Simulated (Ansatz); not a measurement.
Task: a composite energy at a relaxed geometry of CH5Al, SMILES [CH3][AlH2], with the Python package of Ansatz (0.2.0). Give the script and its output. Level of theory (for the species named): B3LYP, def2-SVP basis, multiplicity 1.

```xyz
7

C    -0.4531   -0.7190   -0.3743
Al    0.4216    0.9566    0.2747
H    -1.0483   -1.1737    0.4458
H    -1.1733   -0.3788   -1.1600
H     0.2448   -1.3740   -0.8474
H     0.0906    1.4590    1.7588
H     1.9789    1.1619   -0.1433
```

Script `run_composite.py`:
```python
"""Relax CH5Al cheaply, then refine its energy."""

import itertools

import ansatz as az
from ase.data import atomic_numbers, covalent_radii
import numpy as np

BASIS = "def2-SVP"
XC = "B3LYP"

GEOMETRY = """
C    -0.45310   -0.71900   -0.37430
Al    0.42160    0.95660    0.27470
H    -1.04830   -1.17370    0.44580
H    -1.17330   -0.37880   -1.16000
H     0.24480   -1.37400   -0.84740
H     0.09060    1.45900    1.75880
H     1.97890    1.16190   -0.14330
"""


def main() -> None:
    molecule = az.Crystal.molecule()
    for line in GEOMETRY.strip().splitlines():
        symbol, *xyz = line.split()
        molecule = molecule.atom(symbol, [float(v) for v in xyz])

    base = molecule.calculation().basis(gaussian=BASIS).functional(XC)
    symbols = [site.symbol for site in molecule.cartesian_sites]
    start = np.array([site.position_ang for site in molecule.cartesian_sites], dtype=float)
    r = base.relax(force_tolerance=0.01, max_steps=100).run(threads=1, pin="off").report
    end = np.array(r["positions_ang"])
    # pairs closer than 1.2 times the sum of covalent radii, before or after
    radius = [covalent_radii[atomic_numbers[s]] for s in symbols]
    span = lambda where, i, j: np.linalg.norm(where[i] - where[j])
    bonded = [(i, j) for i, j in itertools.combinations(range(len(symbols)), 2) if min(span(start, i, j), span(end, i, j)) < 1.2 * (radius[i] + radius[j])]
    print("pair        before    after (A)")
    for i, j in bonded:
        print(f"{symbols[i]}{i}-{symbols[j]}{j}".ljust(10), f"{span(start, i, j):8.4f} {span(end, i, j):8.4f}")

    minimum = az.Crystal.molecule()
    for symbol, place in zip(symbols, end):
        minimum = minimum.atom(symbol, place.tolist())
    at_minimum = minimum.calculation()
    # MP2 extrapolated to the basis limit, plus the small-basis difference CCSD(T) - MP2
    level = lambda method, basis: at_minimum.basis(gaussian=basis).correlation(method).run(threads=1, pin="off").report
    small, large, cluster = level("mp2", "cc-pVDZ"), level("mp2", "cc-pVTZ"), level("ccsd_t", "cc-pVDZ")
    corr = lambda each: (each["free_energy_ev"] - each["reference_energy_ev"]) / 27.211386246
    mp2_limit = (27 * corr(large) - 8 * corr(small)) / 19
    pieces = {"HF / cc-pVTZ": large["reference_energy_ev"] / 27.211386246, "MP2 correlation, DZ-TZ limit": mp2_limit, "CCSD(T) - MP2 / cc-pVDZ": corr(cluster) - corr(small)}
    for name, value in pieces.items():
        print(f"{name:32s} {value:14.6f} Ha")
    print(f"{'sum':32s} {sum(pieces.values()):14.6f} Ha")
    print("T1 diagnostic", round(cluster["correlation"]["coupled_cluster"]["t1_diagnostic"], 4))


if __name__ == "__main__":
    main()
```

```console
$ python run_composite.py
pair        before    after (A)
C0-Al1       1.9985   1.9616
C0-H2        1.1107   1.1028
C0-H3        1.1188   1.1068
C0-H4        1.0677   1.1029
Al1-H5       1.6014   1.5905
Al1-H6       1.6254   1.5905
HF / cc-pVTZ                        -282.705920 Ha
MP2 correlation, DZ-TZ limit          -0.291458 Ha
CCSD(T) - MP2 / cc-pVDZ               -0.042111 Ha
sum                                 -283.039490 Ha
T1 diagnostic 0.0085
```

What to keep in mind:
- Total energies depend on the basis set; only differences at equal settings carry meaning.
- The sum leaves out core correlation, relativity, the Hartree-Fock basis error and zero-point energy; a DZ-TZ extrapolation is rough.
- b3lyp holds the VWN-RPA fit, as in Gaussian; the form of ORCA and Turbomole is b3lyp5.
- Inner cores stay frozen, so this is valence correlation.
- For Al to Cl the sets with a tight d function, cc-pV(X+d)Z, are usual.
- An extrapolation from small basis sets is rough.
- The whole script took 10 s on 1 thread of Arm Neoverse V1, with other jobs on the host, peak memory 0.26 GiB.
